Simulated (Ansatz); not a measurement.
Results of LDA (Ansatz, an electronic-structure program, plane waves, PAW) for CaB6-type CaB6.

Numerical settings: plane-wave cutoff 520 eV, 8×8×8 k mesh, Fermi–Dirac smearing 0.01 eV, scalar-relativistic PAW data made under PBE.

Computed at the level's own relaxed cell.

Problem. Give the computed volume per atom, bulk modulus B0 and equilibrium lattice constant a.

Solution. 
- volume per atom = 9.76 Å³/atom
- bulk modulus B0 = 159 GPa
- equilibrium lattice constant a = 4.089 Å

The run finds no gap.

Measured, for comparison: equilibrium volume per atom 10.22 Å³/atom, lattice constant a 4.151 Å (temperature not stated, no zero-point or thermal correction; as tabulated in Singh (2010), arXiv:1009.1807); bulk modulus 170 ± 5 GPa (room temperature, no zero-point or thermal correction; as tabulated in Structural stability and vibrational characteristics of CaB6 under high …). Computed (rounded) less measured: equilibrium volume per atom -4.5 %, bulk modulus -6 %, lattice constant a -1.5 %. A static lattice is as a rule a little smaller and stiffer than an uncorrected measurement, which narrows the difference in the lattice constant a and would widen misses of the other sign.

Note: the gap of the solid is closed in this run; this level leaves the solid without a gap, although one is measured; the bulk modulus comes from volumes at which shape and atoms were relaxed.

Computed values are for the static lattice.

It cost roughly 80 core-seconds of CPU time.
